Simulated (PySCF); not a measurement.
# Worked example: entropy of an ideal gas

H₂O, SMILES O (connectivity only; charge and spin as stated), charge +1, multiplicity 2.

The structure is a stationary point at PBE0-D3(BJ)/def2-TZVPD. The multiplicity is an assumed one; other spin states were not compared.

PBE0-D3(BJ)/def2-TZVPD in PySCF 2.14.0 gives the harmonic wavenumbers 1450, 3372, 3416 cm⁻¹ and the rotational temperatures 40.3792, 17.8735, 12.3894 K. The molar mass is 18.02 g/mol, the symmetry number 2, the spin multiplicity 2.

Problem. Work out the entropy at 298.15 K and 1 atm in the rigid-rotor, harmonic-oscillator model.

Solution. 
Translation (Sackur–Tetrode at 1 atm): S = R[1.5 ln M + 2.5 ln T − 1.16487] = 144.8 J/(mol K).
Rotation: q = (√π/σ) T^1.5/√(θA θB θC) = 48.2, S = R[ln q + 3/2] = 44.7 J/(mol K).
Vibration: with u = 1.4388 ν/T, each mode gives R[u/(e^u − 1) − ln(1 − e^−u)]:
| ν (cm⁻¹) | modes | u | S (J/(mol K)) |
|---|---|---|---|
| 1450 | 1 | 7.00 | 0.06 |
The stiffer modes add less than 0.005 each. Sum 0.1 J/(mol K).
Spin: R ln 2 = 5.8 J/(mol K).
Total 195.3 J/(mol K); the program's own thermochemistry gives 195.3. Translation makes up 74 % and vibration 0 %. Anharmonicity, hindered rotation and orbital degeneracy are left out.
